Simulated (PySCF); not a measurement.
**HSO, doublet: structure and spectrum**

Computed with PySCF, UPBE0, basis S def2-TZVP, O def2-TZVP, H def2-TZVP (no relativity, density fitting).

The structure is a minimum.

| Property | Result |
| --- | --- |
| Point group | Cs |
| Bond lengths | S–H 1.375 Å, S–O 1.496 Å |
| Bond angles | H–S–O 104.5° |
| Principal polarisabilities | 14.3, 20.1, 28.1 bohr³ |
| Lowest empty level (β) | -3.19 eV |
| Rotational symmetry number | 1 |
| Enthalpy at 298.15 K above 0 K | 10.06 kJ/mol |
| Rotational constants | 9.948, 0.6851, 0.6409 cm⁻¹ |
| Dipole moment | 2.34 D |
| Entropy at 298.15 K and 1 bar (electronic part: spin only) | 241.3 J/(mol K) |
| Zero-point energy | 27.6 kJ/mol |
| Atomisation energy without zero-point energy | 782 kJ/mol |
| Spin squared ⟨S²⟩ | 0.757 |
| Heat capacity Cp at 298.15 K | 35.8 J/(mol K) |
| Principal quadrupole moments (Buckingham, traceless) about the centre of mass | -2.19, -0.09, 2.28 D Å |
| Highest occupied level (α) | -7.38 eV |

Harmonic modes (masses in u: S 31.972, O 15.995, H 1.008):
```json
{"symmetry": "a'", "ω (cm⁻¹)": "1041", "IR (km/mol)": "6.9", "μ (u)": "1.87"}
{"symmetry": "a'", "ω (cm⁻¹)": "1117", "IR (km/mol)": "19.8", "μ (u)": "2.41"}
{"symmetry": "a'", "ω (cm⁻¹)": "2450", "IR (km/mol)": "56.7", "μ (u)": "1.04"}
```

Charges (e):
```
atom  Mulliken  Löwdin  polar tensor  spin (Mulliken)  Mayer order to S1
  S1      0.24    0.33          0.39             0.54                  –
  O2     -0.36   -0.34         -0.36             0.48               1.76
  H3      0.13    0.01         -0.03            -0.02               0.91
```

Mulliken populations on S1: s 5.83, p 9.58, d 0.32, f 0.03.

Outer orbital energies (eV). α occupied: -29.70, -19.82, -13.55, -12.53, -12.03, -8.62, -7.38; empty: -0.07, 0.61, 5.05, 6.93. β occupied: -28.95, -18.97, -13.29, -11.64, -10.56, -8.26; empty: -3.19, 0.12, 0.88, 5.44.

Only a few start shapes were tried, so a lower isomer may exist.

The final relaxation and frequency run took 22 s on 2 threads of a shared Arm Neoverse V2 host, with 74 basis functions and 14 gradients; the process peaked at 0.71 GiB.
